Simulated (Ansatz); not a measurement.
# CH6NSi: the cost of one run

Program: Ansatz 0.2.0. Level of theory: UKS PBE-D4/STO-3G. These are calculated values, not measurements.

## 1. The starting structure

Bond lengths: C1–N2 1.431 Å, N2–Si3 1.731 Å, C1–H4 1.145 Å, C1–H5 1.160 Å, C1–H6 1.079 Å, Si3–H7 1.537 Å, Si3–H8 1.452 Å, Si3–H9 1.536 Å. Angles: C1–N2–Si3 110.7°, N2–C1–H4 115.6°, N2–C1–H5 108.7°, N2–C1–H6 116.3°, H4–C1–H5 103.7°, H4–C1–H6 110.2°, H5–C1–H6 100.5°, N2–Si3–H7 110.3°, N2–Si3–H8 112.5°, N2–Si3–H9 109.3°, H7–Si3–H8 107.5°, H7–Si3–H9 106.2°, H8–Si3–H9 110.8°.

As a file:

```xyz
9

C    -0.5745    0.8435   -0.8022
N    -0.5894    0.4719    0.5801
Si    0.5018   -0.8400    0.8732
H     0.4126    1.2788   -1.1866
H    -1.3352    1.7037   -0.9640
H    -0.9543    0.1109   -1.4977
H     1.9403   -0.4256    0.5235
H     0.1825   -2.0164    0.0840
H     0.5047   -1.1728    2.3727
```

## 2. Relaxing the start

File input.yaml:

```yaml
crystal:
  periodic: [false, false, false]
  atoms:
    - { symbol: C, position_ang: [-0.5745, 0.8435, -0.8022] }
    - { symbol: "N", position_ang: [-0.5894, 0.4719, 0.5801] }
    - { symbol: Si, position_ang: [0.5018, -0.84, 0.8732] }
    - { symbol: H, position_ang: [0.4126, 1.2788, -1.1866] }
    - { symbol: H, position_ang: [-1.3352, 1.7037, -0.964] }
    - { symbol: H, position_ang: [-0.9543, 0.1109, -1.4977] }
    - { symbol: H, position_ang: [1.9403, -0.4256, 0.5235] }
    - { symbol: H, position_ang: [0.1825, -2.0164, 0.084] }
    - { symbol: H, position_ang: [0.5047, -1.1728, 2.3727] }
magnetization:
  spin_polarized: true
  initial_magnetization: 1
basis:
  gaussian: { orbitals: STO-3G }
hamiltonian:
  xc: pbe
  dispersion: d4
relax:
  f_tol: 0.02
  max_steps: 40
```

Run with:

```console
$ ansatz run input.yaml --threads 1 --pin off --max-ram 2048MiB --backend cpu --events-out ev --progress --plain --runs-dir out
```

**Question.** How long does this run take on 1 thread of Intel Xeon 6975P-C (Granite Rapids), shared host, and how much memory does it need?

About 8.3 s, with a peak of 0.14 GiB.
